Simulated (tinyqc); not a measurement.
Worked calculation: RKS/BLYP in the sto-6g basis, for H2F+, spin multiplicity 1. One step of it, computed by the program tinyqc.

Task: Iteration 1: building the Kohn-Sham matrix. J_ij = sum D_kl (ij|kl); F = H + J + V_xc; E = tr D H + tr D J / 2 + E_xc + E_nn.

D at the start, lower triangle:
```
,1F 1s,1F 2s,1F 2px,1F 2py,1F 2pz,2H 1s,3H 1s
1F 1s,1.627093
1F 2s,-0.064991,2.263933
1F 2px,-0.733400,0.736048,0.904694
1F 2py,0.098146,0.216114,0.313435,1.022536
1F 2pz,0.188111,-0.153639,0.206945,1.043590,1.172964
2H 1s,-0.325978,-0.533911,-0.686395,-0.516359,-0.359609,2.281474
3H 1s,-0.150419,-0.555566,-0.342244,0.304673,0.117065,-0.485396,2.356111
```

core Hamiltonian H = T + V (hartree), lower triangle:
```
,1F 1s,1F 2s,1F 2px,1F 2py,1F 2pz,2H 1s,3H 1s
1F 1s,-41.470784
1F 2s,-9.252247,-11.434895
1F 2px,0.000000,0.000000,-9.203962
1F 2py,0.000000,0.000000,0.000000,-9.327610
1F 2pz,-0.014999,-0.173156,0.000000,0.000000,-9.264487
2H 1s,-1.630270,-3.622924,0.000000,-1.963532,-1.423021,-5.358422
3H 1s,-1.630270,-3.622924,0.000000,1.963532,-1.423021,-1.404717,-5.358422
```

Two-electron integrals (ij|kl) in chemists' order, unique and non-zero (hartree):
```
i,j,k,l,(ij|kl)
1,1,1,1,5.406240
2,1,1,1,0.768129
2,1,2,1,0.138909
2,2,1,1,1.266271
2,2,2,1,0.283987
2,2,2,2,0.926367
3,1,3,1,0.029452
3,2,3,1,0.044681
3,2,3,2,0.204753
3,3,1,1,1.266273
3,3,2,1,0.283987
3,3,2,2,0.926366
3,3,3,3,0.998085
4,1,4,1,0.029452
4,2,4,1,0.044681
4,2,4,2,0.204753
4,3,4,3,0.053789
4,4,1,1,1.266273
4,4,2,1,0.283987
4,4,2,2,0.926366
4,4,3,3,0.890506
4,4,4,4,0.998085
5,1,5,1,0.029452
5,2,5,1,0.044681
5,2,5,2,0.204753
5,3,5,3,0.053789
5,4,5,4,0.053789
5,5,1,1,1.266273
5,5,2,1,0.283987
5,5,2,2,0.926366
5,5,3,3,0.890506
5,5,4,4,0.890506
5,5,5,5,0.998085
6,1,1,1,0.143427
6,1,2,1,0.024861
6,1,2,2,0.049712
6,1,3,3,0.049627
6,1,4,1,0.000884
6,1,4,2,0.001727
6,1,4,4,0.049798
6,1,5,1,0.000619
6,1,5,2,0.001208
6,1,5,4,0.000120
6,1,5,5,0.049710
6,1,6,1,0.004524
6,2,1,1,0.356451
6,2,2,1,0.081111
6,2,2,2,0.294379
6,2,3,3,0.290239
6,2,4,1,0.004810
6,2,4,2,0.035985
6,2,4,4,0.298578
6,2,5,1,0.003365
6,2,5,2,0.025176
6,2,5,4,0.005834
6,2,5,5,0.294321
6,2,6,1,0.014515
6,2,6,2,0.114835
6,3,3,1,0.009091
6,3,3,2,0.051773
6,3,4,3,0.007541
6,3,5,3,0.005276
6,3,6,3,0.017012
6,4,1,1,0.196167
6,4,2,1,0.045276
6,4,2,2,0.175689
6,4,3,3,0.168185
6,4,4,1,0.011451
6,4,4,2,0.072193
6,4,4,4,0.188256
6,4,5,1,0.001651
6,4,5,2,0.014287
6,4,5,4,0.008766
6,4,5,5,0.170627
6,4,6,1,0.008462
6,4,6,2,0.084122
6,4,6,4,0.078228
6,5,1,1,0.137246
6,5,2,1,0.031677
6,5,2,2,0.122919
6,5,3,3,0.117669
6,5,4,1,0.001651
6,5,4,2,0.014287
6,5,4,4,0.121158
6,5,5,1,0.010246
6,5,5,2,0.061768
6,5,5,4,0.009983
6,5,5,5,0.129929
6,5,6,1,0.005921
6,5,6,2,0.058855
6,5,6,4,0.042829
6,5,6,5,0.046977
6,6,1,1,0.507199
6,6,2,1,0.117586
6,6,2,2,0.490146
6,6,3,3,0.473469
6,6,4,1,0.008972
6,6,4,2,0.093096
6,6,4,4,0.507057
6,6,5,1,0.006277
6,6,5,2,0.065133
6,6,5,4,0.023499
6,6,5,5,0.489910
6,6,6,1,0.021210
6,6,6,2,0.244647
6,6,6,4,0.207931
6,6,6,5,0.145477
6,6,6,6,0.774999
7,1,1,1,0.143427
7,1,2,1,0.024861
7,1,2,2,0.049712
7,1,3,3,0.049627
7,1,4,1,-0.000884
7,1,4,2,-0.001727
7,1,4,4,0.049798
7,1,5,1,0.000619
7,1,5,2,0.001208
7,1,5,4,-0.000120
7,1,5,5,0.049710
7,1,6,1,0.004466
7,1,6,2,0.014095
7,1,6,4,0.007508
7,1,6,5,0.005750
7,1,6,6,0.020380
7,1,7,1,0.004524
7,2,1,1,0.356451
7,2,2,1,0.081111
7,2,2,2,0.294379
7,2,3,3,0.290239
7,2,4,1,-0.004810
7,2,4,2,-0.035985
7,2,4,4,0.298578
7,2,5,1,0.003365
7,2,5,2,0.025176
7,2,5,4,-0.005834
7,2,5,5,0.294321
7,2,6,1,0.014095
7,2,6,2,0.094380
7,2,6,4,0.047413
7,2,6,5,0.046937
7,2,6,6,0.164642
7,2,7,1,0.014515
7,2,7,2,0.114835
7,3,3,1,0.009091
7,3,3,2,0.051773
7,3,4,3,-0.007541
7,3,5,3,0.005276
7,3,6,3,0.013571
7,3,7,3,0.017012
7,4,1,1,-0.196167
7,4,2,1,-0.045276
7,4,2,2,-0.175689
7,4,3,3,-0.168185
7,4,4,1,0.011451
7,4,4,2,0.072193
7,4,4,4,-0.188256
7,4,5,1,-0.001651
7,4,5,2,-0.014287
7,4,5,4,0.008766
7,4,5,5,-0.170627
7,4,6,1,-0.007508
7,4,6,2,-0.047413
7,4,6,4,-0.010611
7,4,6,5,-0.023080
7,4,6,6,-0.073977
7,4,7,1,-0.008462
7,4,7,2,-0.084122
7,4,7,4,0.078228
7,5,1,1,0.137246
7,5,2,1,0.031677
7,5,2,2,0.122919
7,5,3,3,0.117669
7,5,4,1,-0.001651
7,5,4,2,-0.014287
7,5,4,4,0.121158
7,5,5,1,0.010246
7,5,5,2,0.061768
7,5,5,4,-0.009983
7,5,5,5,0.129929
7,5,6,1,0.005750
7,5,6,2,0.046937
7,5,6,4,0.023080
7,5,6,5,0.036607
7,5,6,6,0.090535
7,5,7,1,0.005921
7,5,7,2,0.058855
7,5,7,4,-0.042829
7,5,7,5,0.046977
7,6,1,1,0.127724
7,6,2,1,0.029392
7,6,2,2,0.116486
7,6,3,3,0.114319
7,6,4,4,0.116432
7,6,5,1,0.001940
7,6,5,2,0.017569
7,6,5,5,0.118706
7,6,6,1,0.005207
7,6,6,2,0.045725
7,6,6,4,0.029148
7,6,6,5,0.026746
7,6,6,6,0.104216
7,6,7,1,0.005207
7,6,7,2,0.045725
7,6,7,4,-0.029148
7,6,7,5,0.026746
7,6,7,6,0.022704
7,7,1,1,0.507199
7,7,2,1,0.117586
7,7,2,2,0.490146
7,7,3,3,0.473469
7,7,4,1,-0.008972
7,7,4,2,-0.093096
7,7,4,4,0.507057
7,7,5,1,0.006277
7,7,5,2,0.065133
7,7,5,4,-0.023499
7,7,5,5,0.489910
7,7,6,1,0.020380
7,7,6,2,0.164642
7,7,6,4,0.073977
7,7,6,5,0.090535
7,7,6,6,0.315470
7,7,7,1,0.021210
7,7,7,2,0.244647
7,7,7,4,-0.207931
7,7,7,5,0.145477
7,7,7,6,0.104216
7,7,7,7,0.774999
```

nuclear repulsion = 9.73372110 hartree

V_xc (hartree), lower triangle:
```
,1F 1s,1F 2s,1F 2px,1F 2py,1F 2pz,2H 1s,3H 1s
1F 1s,-3.294565
1F 2s,-0.402376,-0.807680
1F 2px,0.011903,-0.040017,-0.798635
1F 2py,-0.007418,-0.019843,-0.018599,-0.806403
1F 2pz,-0.000397,0.016741,-0.009321,-0.073803,-0.817966
2H 1s,-0.078424,-0.257947,-0.010336,-0.167824,-0.118083,-0.551450
3H 1s,-0.077457,-0.248288,-0.007277,0.148191,-0.101335,-0.100015,-0.550267
```

E_xc = sum of w rho eps_xc = -8.91304872 hartree

Give: Coulomb J; Kohn-Sham matrix F; total energy of this density.

Result:

Coulomb J (hartree), lower triangle:
```
,1F 1s,1F 2s,1F 2px,1F 2py,1F 2pz,2H 1s,3H 1s
1F 1s,16.4152
1F 2s,2.9818,8.1157
1F 2px,0.0039,0.1294,8.0505
1F 2py,0.0179,0.0471,0.0285,8.1640
1F 2pz,0.0090,0.1295,0.0114,0.0975,8.1325
2H 1s,0.5375,2.6846,0.0371,1.6613,1.2076,5.1174
3H 1s,0.5358,2.6594,0.0301,-1.6140,1.1748,1.1206,5.0755
```

Kohn-Sham matrix F (hartree), lower triangle:
```
,1F 1s,1F 2s,1F 2px,1F 2py,1F 2pz,2H 1s,3H 1s
1F 1s,-28.3502
1F 2s,-6.6729,-4.1269
1F 2px,0.0158,0.0893,-1.9520
1F 2py,0.0105,0.0272,0.0099,-1.9701
1F 2pz,-0.0064,-0.0269,0.0021,0.0237,-1.9500
2H 1s,-1.1712,-1.1963,0.0268,-0.4701,-0.3335,-0.7925
3H 1s,-1.1719,-1.2118,0.0228,0.4977,-0.3496,-0.3841,-0.8332
```

total energy of this density = -88.593818 hartree

This density is the starting one.
